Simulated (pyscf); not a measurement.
O=SiH₂ + CH₄ → H₃C–SiH₂–OH, an addition across a multiple bond or ene-type step (singlet surface; C–H broken, C–Si, H–O formed). Structures and frequencies: ωB97X-D3(BJ)/def2-SVP in PySCF. MP2 and CC: frozen core, UHF for open shells. ΔMP2 is the change of the MP2 total energy from the triple- to the quadruple-zeta basis. Energies in kcal/mol from the separated reactants.

AM1 to PM7: differences of heats of formation from MOPAC. 

**Question.** In single points PM3 puts the saddle at 43.8 kcal/mol and the reaction energy at -45.8 kcal/mol. Should these be trusted to within a few kcal/mol? Compare with CCSD(T)/def2-TZVPP + ΔMP2(QZVPP).

**Answer.** CCSD(T)/def2-TZVPP + ΔMP2(QZVPP) gives ΔE‡ = 25.9 kcal/mol and ΔE = -44.0 kcal/mol. PM3 lies 17.8 kcal/mol over it in the barrier and 1.8 kcal/mol under it in the reaction energy, so on this step it does not hold to within 3.0 kcal/mol. CCSD(T)/def2-TZVPP + ΔMP2(QZVPP) has limits of its own. At the saddle there is also a short H–Si contact that neither side keeps. This is the saddle that the search found; another between the same sides may lie lower. The CCSD(T) − MP2 part came from Ansatz, without density fitting, on the same reference.
